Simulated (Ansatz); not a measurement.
Program: Ansatz 0.2.0.

A structure relaxed at PBE0-D4/def2-TZVP, charge 0, multiplicity 1:

```xyz
7

Si    0.8199   -0.7312   -0.2557
Si   -0.7219    0.8622    0.0881
S    -0.7191   -0.9612    1.2300
H     0.7414   -1.6757   -1.3947
H     2.1985   -0.6266    0.2771
H    -1.8879    1.0417   -0.8083
H    -0.4309    2.0908    0.8635
```

Give its formula and SMILES.

H4SSi2, `[SiH2]1[SiH2]S1`.

Point group (tolerance 0.08 Å, 0.16 Å for H)?

C2v.

Summarise the bond lengths by kind.

1 × Si–Si 2.244 Å; 2 × S–Si 2.151 Å; 4 × H–Si 1.482 Å.
